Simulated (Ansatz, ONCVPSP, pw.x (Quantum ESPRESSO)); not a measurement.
# Au: one change to the ONCV potential, in the atom and in the sc crystal

Au, optimised norm-conserving Vanderbilt (ONCV), made with ONCVPSP 4.0.1.1 (patched build) (LDA (Perdew-Wang 92), scalar-relativistic). Core [Kr] 4d10 4f14, reference 5s2 5p6 5d10 6s1. Waves: 5s+6s: rc 1.50 bohr, ncon 4, nbas 7, qcut 8.9 1/bohr, 2 projectors; 5p: rc 1.65 bohr, ncon 4, nbas 7, qcut 7.9 1/bohr, 2 projectors, debl 2.8 Ha; 5d: rc 2.05 bohr, ncon 3, nbas 7, qcut 9 1/bohr, 3 projectors, debl 2.3 Ha. Local part: polynomial inside 1.45 bohr (lpopt 5, dvloc0 0 Ha). Core correction: none.

Change: d: qcut 5.9.

Cutoffs, loose and tight: the cutoffs (Ha) at which the residual kinetic energy of the hardest occupied pseudo-wave falls to 1 and 0.1 mHa per electron. They do not see the model core or the augmentation charge, which bear on the density cutoff. Test errors are all-electron minus pseudo excitation energies from the reference, over the configurations 5s2 5p6 5d10 6s0; 5s2 5p6 5d9 6s0; 5s2 5p6 5d8 6s0; 5s2 5p6 5d10 6s0 6p1; variants that change the core or the reference have their own tests.

Crystal test: sc Au in pw.x 7.5, no spin, 12³ k-points, Fermi–Dirac smearing 0.01 Ry, cutoffs set for each file from its atomic test. The reference is all-electron LAPW (Ansatz 0.2.0) with the same functional, mesh and smearing; V0 and B0 come from Birch–Murnaghan fits to the pressures at five volumes. Errors are pseudo minus all-electron; Δ is the rms difference of the E(V) curves that follow from these fits, minima aligned, over ±6 % about the mean V0. Mesh and smearing are coarse, so the numbers serve the comparison and aren't converged zero-temperature values; the lattice is a test structure that the element need not adopt.

All-electron: a0 = 2.667 Å (V0 = 18.97 Å³/atom), B0 = 148.3 GPa.

Q: Does the change bring the crystal closer to the all-electron result?

A: The mean pressure error goes from -0.71 to -1.10 GPa, so the change moves the solid further from the all-electron pressures. At 80 % of its cutoff the pressure of the base moves by -1.11 GPa. At 80 % of its cutoff the pressure of the changed file moves by -1.17 GPa.

```tsv
quantity	base	changed
outcome (atom)	generated	generated
cutoff, loose (atom)	28 Ha	28 Ha
cutoff, tight (atom)	33 Ha	33 Ha
bound ghosts (atom)	none	none
largest test error (meV) (atom)	-11	+18
cutoffs in pw.x (Ry)	80/320	80/320
a0 (Å)	2.663	2.661
a0 error (%)	-0.16	-0.25
B0 error (%)	+0.6	+1.9
Δ (meV/atom)	3.0	4.6
mean pressure error (GPa)	-0.71	-1.10
```
